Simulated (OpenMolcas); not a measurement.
**NO (nitric oxide): levels of theory compared**

Aim: a comparison of 6 runs (UHF/STO-3G, UB3LYP/6-31G*, U-r2SCAN/def2-TZVPPD, UM06-2X/def2-TZVPPD, UPBE0/def2-TZVPPD, USVWN5/def2-TZVPPD) of NO (nitric oxide). 

Program for the calculation: OpenMolcas 26.06.

1 further run of the same task is left out (it didn't finish).

### Step 1. The molecule

NO has 2 atoms, charge 0, and is taken as a doublet. SMILES: `[N]=O`. Geometry: relaxed at PBE0-D4/def2-TZVP.

Bond lengths: N1–O2 1.140 Å.

### Step 2. Energy and forces at UHF/STO-3G (run 1)

The input, mol.input:

```
* NO Hartree-Fock

&GATEWAY
  BasLib=$CurrDir
  Coord
  2
  bohr
  N     -0.91390935     0.33453822    -0.46107428
  O      0.91390935    -0.33453822     0.46107428
  Basis=STO-3G
  Group=NoSym

&SEWARD

&SCF
  UHF
  Spin=2
  Thresholds=1e-10 1e-07 1e-07 1e-05
  PrOrbitals=1 2

&ALASKA
```

The basis set STO-3G is read from a file made from the Basis Set Exchange's data (not shown).

Run with:

```bash
export MOLCAS_MEM=1860
pymolcas mol.input > mol.log
```

Log:

```text
--- Start Module: gateway ---
[...]
--- Stop Module: gateway /rc=_RC_ALL_IS_WELL_ ---
[...]
      Basis functions           10
[...]
--- Start Module: scf ---
[...]
       Convergence after  24 Iterations
[...]
::    Total SCF energy                               -127.5265544889
[...]
      Total spin, S                                     0.5775470873
[...]
      Total electronic charge=   15.000000
      Total            charge=   -0.000000
[...]
      Dipole Moment (debye):
      Origin of the operator (angstrom)=    0.0321   -0.0118    0.0162
                   X=  2.0576E-01               Y= -7.5317E-02               Z=  1.0381E-01           Total=  2.4245E-01
      Quadrupole Moment (debye*angstrom):
[...]
--- Stop Module: scf /rc=_RC_ALL_IS_WELL_ ---
--- Start Module: alaska ---
[...]
 *              Molecular gradients               *
 **************************************************
  Irreducible representation: a
 ------------------------------------------------------------------------------------------
                              X                       Y                       Z
 ------------------------------------------------------------------------------------------
  N1                1.64601288403862E-01   -6.02526082398849E-02    8.30426130752153E-02
  O2               -1.64601288403865E-01    6.02526082398858E-02   -8.30426130752135E-02
 ------------------------------------------------------------------------------------------
--- Stop Module: alaska /rc=_RC_ALL_IS_WELL_ ---
[...]
```

Wall time 2.2 s (1 thread of Arm Neoverse V1, shared host); peak memory 0.37 GiB.

### Step 3. Energy and gradient at UB3LYP/6-31G(d) (spherical functions) (run 2)

The input, run.input:

```
>>> EXPORT MOLCAS_PRINT=2
&GATEWAY
BasLib=$CurrDir
Coord
2
angstrom
N       -0.483620       0.177030      -0.243990
O        0.483620      -0.177030       0.243990
Basis=6-31Gs
Group=NoSym
&SEWARD
GridInput
Grid=UltraFine
End of Grid
&SCF
UHF
Spin=2
KSDFT=B3LYP
Thresholds=1e-10 1e-07 1e-07 1e-05
PrOrbitals=1 2
&ALASKA
```

The basis set 6-31G* is read from a file made from the Basis Set Exchange's data (not shown).

Run with:

```bash
export MOLCAS_MEM=1860
pymolcas run.input > run.log
```

Log:

```text
--- Start Module: gateway ---
[...]
--- Stop Module: gateway /rc=_RC_ALL_IS_WELL_ ---
[...]
      Basis functions           28
[...]
--- Start Module: scf ---
[...]
       Convergence after  13 Iterations
[...]
::    Total KS-DFT energy                            -129.8844434161
[...]
      Total spin, S                                     0.5012015531
[...]
      Total electronic charge=   15.000000
      Total            charge=   -0.000000
[...]
      Dipole Moment (debye):
      Origin of the operator (angstrom)=    0.0321   -0.0118    0.0162
                   X=  1.0671E-01               Y= -3.9060E-02               Z=  5.3834E-02           Total=  1.2574E-01
      Quadrupole Moment (debye*angstrom):
[...]
--- Stop Module: scf /rc=_RC_ALL_IS_WELL_ ---
[...]
--- Start Module: alaska ---
[...]
 *              Molecular gradients               *
 **************************************************
  Irreducible representation: a
 ------------------------------------------------------------------------------------------
                              X                       Y                       Z
 ------------------------------------------------------------------------------------------
  N1                3.56016052377193E-02   -1.30320337758603E-02    1.79612829527995E-02
  O2               -3.56016052377086E-02    1.30320337758585E-02   -1.79612829527995E-02
 ------------------------------------------------------------------------------------------
--- Stop Module: alaska /rc=_RC_ALL_IS_WELL_ ---
[...]
```

It took 5.7 s on 1 thread of Arm Neoverse V1, shared host; peak memory 0.37 GiB.

Runs 3 to 5 aren't shown in full; the table further down has their settings and results.

### Step 4. Energy and gradient at USVWN5/def2-TZVPPD (run 6)

The input, run.input:

```
&GATEWAY
BasLib
$CurrDir
Coord
2
angstrom
N       -0.483620       0.177030      -0.243990
O        0.483620      -0.177030       0.243990
Basis
def2-TZVPPD
Group
NoSym
&SEWARD
GridInput
Grid=UltraFine
End of Grid
&SCF
UHF
Spin
2
KSDFT
SVWN5
Thresholds
1e-10 1e-07 1e-07 1e-05
PrOrbitals
1
&ALASKA
```

The basis set def2-TZVPPD is read from a file made from the Basis Set Exchange's data (not shown).

Run with:

```bash
export MOLCAS_MEM=1860
pymolcas run.input > run.log
```

Log:

```text
--- Start Module: gateway ---
[...]
--- Stop Module: gateway /rc=_RC_ALL_IS_WELL_ ---
[...]
      Basis functions           77
[...]
--- Start Module: scf ---
[...]
       Convergence after  14 Iterations
[...]
::    Total KS-DFT energy                            -128.9754038621
[...]
      Total spin, S                                     0.5006971801
[...]
      Total electronic charge=   15.000000
      Total            charge=   -0.000000
[...]
      Dipole Moment (debye):
      Origin of the operator (angstrom)=    0.0321   -0.0118    0.0162
                   X=  2.3989E-01               Y= -8.7811E-02               Z=  1.2102E-01           Total=  2.8267E-01
      Quadrupole Moment (debye*angstrom):
[...]
--- Stop Module: scf /rc=_RC_ALL_IS_WELL_ ---
[...]
--- Start Module: alaska ---
[...]
 *              Molecular gradients               *
 **************************************************
  Irreducible representation: a
 ------------------------------------------------------------------------------------------
                              X                       Y                       Z
 ------------------------------------------------------------------------------------------
  N1                1.10364693271148E-02   -4.03992009914145E-03    5.56798343669485E-03
  O2               -1.10364693271112E-02    4.03992009914145E-03   -5.56798343669662E-03
 ------------------------------------------------------------------------------------------
--- Stop Module: alaska /rc=_RC_ALL_IS_WELL_ ---
[...]
```

Run time: 11 s. Hardware: 1 thread of Arm Neoverse V1, shared host; peak memory 0.44 GiB.

### Step 5. All runs side by side

| run | level | integration grid | energy (Eh) | dipole moment (D) | HOMO energy (eV) | LUMO energy (eV) | wall time |
| --- | --- | --- | --- | --- | --- | --- | --- |
| 1 | UHF/STO-3G | – | -127.526554 | 0.24 | -8.72 | 6.62 | 2.2 s |
| 2 | UB3LYP/6-31G* (spherical functions) | UltraFine | -129.884443 | 0.13 | -5.63 | -2.62 | 5.7 s |
| 3 | U-r2SCAN/def2-TZVPPD | UltraFine | -129.882401 | 0.18 | -4.84 | -3.86 | 23 s |
| 4 | UM06-2X/def2-TZVPPD | UltraFine | -129.895814 | 0.12 | -7.88 | -1.26 | 98 s |
| 5 | UPBE0/def2-TZVPPD | UltraFine | -129.807174 | 0.14 | -6.28 | -2.64 | 18 s |
| 6 | USVWN5/def2-TZVPPD | UltraFine | -128.975404 | 0.28 | -4.44 | -4.41 | 11 s |

### Step 6. What came out

| quantity | value |
| --- | --- |
| run 6: total energy | -128.97540 Eh |
| run 6: dipole moment | 0.28 D |
| run 6: HOMO energy (highest over α and β) | -4.44 eV |
| run 6: LUMO energy (lowest over α and β) | -4.41 eV |
| run 6: ⟨S²⟩ | 0.751 |
| run 6: largest force on an atom | 0.669 eV/Å |

The dipole moment (its size) runs from 0.12 D (UM06-2X/def2-TZVPPD) to 0.28 D (USVWN5/def2-TZVPPD). Totals of different functionals can't be ranked against each other. In run 1 the basis is minimal, so the values are rough. Spin contamination of the reference: run 1 ⟨S²⟩ = 0.91. All runs together took 2.6 min, the longest 98 s.
